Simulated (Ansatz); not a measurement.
```yaml
crystal:
  periodic: [false, false, false]
  atoms:
    - {symbol: B, position_ang: [-2.815757, -0.242416, -0.002847]}
    - {symbol: P, position_ang: [-1.255819, 0.608339, 0.004817]}
    - {symbol: Ga, position_ang: [0.994487, -0.232661, -0.001698]}
basis:
  gaussian: {orbitals: def2-TZVP}
magnetization: {spin_polarized: true, initial_magnetization: 3}
hamiltonian: {xc: pbe0}
relax: {f_tol: 0.004, max_steps: 80}
```

```sh
$ ansatz run in.yaml --threads 1 --pin off --events-out ev --progress --plain --max-ram 2176MiB
```

Steps of the relaxation (energy above the last step; positions in Å, forces in eV/Å):

```
3
step 1, 22.4 meV
B    -2.816   -0.242   -0.003   -0.446   -0.276   -0.002
P    -1.256    0.608    0.005    0.105    0.427    0.004
Ga    0.994   -0.233   -0.002    0.341   -0.150   -0.001
```

```
3
step 2, 5.5 meV
B    -2.813   -0.261   -0.003   -0.209   -0.152   -0.001
P    -1.270    0.644    0.005    0.111    0.210    0.002
Ga    1.005   -0.250   -0.002    0.098   -0.058    0.000
```

```
3
step 3, 3.2 meV
B    -2.744   -0.325   -0.004    0.081    0.085    0.001
P    -1.289    0.758    0.006   -0.008   -0.135   -0.001
Ga    0.956   -0.301   -0.002   -0.073    0.050    0.000
```

```
3
step 4, 1.1 meV
B    -2.758   -0.314   -0.003    0.060    0.064    0.001
P    -1.282    0.738    0.006   -0.050   -0.082   -0.001
Ga    0.963   -0.291   -0.002   -0.010    0.018    0.000
```

```
3
step 6, 0.0 meV
B    -2.777   -0.298   -0.003   -0.009   -0.004    0.000
P    -1.280    0.710    0.006    0.008    0.004    0.000
Ga    0.979   -0.279   -0.002    0.002    0.001    0.000
```

```
3
step 7, 0.0 meV
B    -2.779   -0.297   -0.003    0.002    0.001    0.000
P    -1.279    0.707    0.006   -0.002   -0.001    0.000
Ga    0.981   -0.278   -0.002    0.000    0.000    0.000
```

Close pairs at the end: B1–P2 1.805 Å, P2–Ga3 2.466 Å.

A stationary point of unrestricted PBE0 after 7 steps, with ⟨S²⟩ = 3.770 against 3.75 for a pure state; no frequencies were run, so it isn't proven a minimum. 2.3 min on 1 thread of Intel Xeon Platinum 8375C, shared host.
